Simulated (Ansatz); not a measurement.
Relaxing Zn2F

Method: DFT PBE, scalar-relativistic, plane waves, PAW in Ansatz.

Zn2F was placed on the AlB2 structure type (P6/mmm, No. 191), with F in place of Al, Zn in place of B, at a guessed volume.

Input of the last, converged step (default PAW datasets):

```yaml
crystal:
  lattice:
    - [4.3106003954, 0.0, 0.0]
    - [-2.1553001977, 3.733089448, 0.0]
    - [0.0, 0.0, 3.0062697742]
  atoms:
    - { symbol: Zn, position: [0.3333333333, 0.6666666667, 0.5] }
    - { symbol: Zn, position: [0.6666666667, 0.3333333333, 0.5] }
    - { symbol: F, position: [0.0, 0.0, 0.0] }
basis:
  ecutwfc: 420
kpoints:
  mp_grid: { grid: [12, 12, 16] }
hamiltonian:
  xc: pbe
scf:
  occupations: { method: gaussian, width: 0.1 }
output:
  forces: true
  stress: true
  eigenvalues: true
relax:
  adjacent_minimum: "off"
  f_tol: 0.01
  max_steps: 80
  cell: { stress_tol: 0.05 }
```

Launched as:

```bash
ansatz run input.yaml --threads 1 --pin off --max-ram 2560MiB --backend cpu --events-out ev --progress --plain --runs-dir out
```

Time: 76 s on 1 thread of Arm Neoverse V2 (shared host), peak memory 0.42 GiB.

The program printed at the end:

```
SCF converged after 6 iterations
Free energy (F): -7445.025482 eV
Harris-Foulkes:  -7445.025482 eV  (|F-HF|=1.82e-12)
Internal energy: -7445.022926 eV  (E = F + TS)
E sigma→0 (E₀):  -7445.024204 eV
Entropy (-TS):   -0.002556 eV (-0.852 meV/atom)
Fermi energy:    6.381343 eV
--- Per-component energies (eV) ---
  E_band       = -4.007695
  E_kinetic    = 464.615632
  E_local      = -3873.613762  (includes V_loc(G=0)·N_el)
  E_nonlocal   = 1298.463453
  E_hartree    = 1581.909021
  E_xc         = -352.243524
  E_vxc        = -203.201357  (∫ρ·V_xc dr)
  E_paw        = -3852.527782  (= ΣΔE_a)
  E_vpaw       = -854.091141  (= ΣTr[D̂ρ^β])
  E_aug_tail   = 0.001449  (compensation charges beyond the density's cutoff)
  E_ewald      = -2711.627412
  E_smearing   = -0.002556  (= −TS)
  E_closure    = 0.000000  (closes the sum)
  Σ components = -7445.025482   (vs F -7445.025482, Δ=0.00e0)
--- Forces (eV/Å), atoms counted from 1 ---
  atom   1  Zn     0.00000000     0.00000000     0.00000000
  atom   2  Zn     0.00000000     0.00000000     0.00000000
  atom   3  F      0.00000000     0.00000000     0.00000000
  max |Σ_I F_I| component: 9.25e-18 eV/Å
--- Stress (GPa, compression-positive) ---
       -0.003886       0.000000       0.000000
        0.000000      -0.003886       0.000000
        0.000000       0.000000      -0.006506
  P = ⅓ Tr σ = -0.0048 GPa (-0.048 kbar)
--- Relaxed structure (6 steps of the walk, 6 accepted, 2 SCFs on fresh bases) ---
  F+E_penalty+E_count = -7445.02548245 eV   max|allowed force component| = 3.701e-17 eV/Å   (the final SCF, on the basis selected at the relaxed cell)
  cell:  # Å, volume = 46.9925 Å³
    - [4.353611, 0.000000, 0.0]
    - [-2.176806, 3.770338, 0.0]
    - [0.0, 0.0, 2.862849]
  atoms:
    - { symbol: Zn, position: [0.333333, 0.666667, 0.500000] }
    - { symbol: Zn, position: [0.666667, 0.333333, 0.500000] }
    - { symbol: F, position: [0.000000, 0.000000, 0.0] }
```

Total energies depend on the potentials used, so only differences within one code and one set of settings carry meaning.

The result has space group P6/mmm (No. 191). Zn has 3 Zn at 2.51 Å, 2 Zn at 2.86 Å and 6 F at 2.89 Å; F has 2 F at 2.86 Å and 12 Zn at 2.89 Å.

Against the elements it lies at -0.46 eV/atom. Energies over the elements count from the elements' standard structures at the same level (F₂ as a molecule), with no empirical corrections.

The k mesh leaves about 4 meV/atom of noise in metals. No dispersion correction is applied, so the spacing between layers, chains or molecules is poorly fixed, and with it the volume and density.

Symmetry constrained the relaxation, so the result can be a saddle point.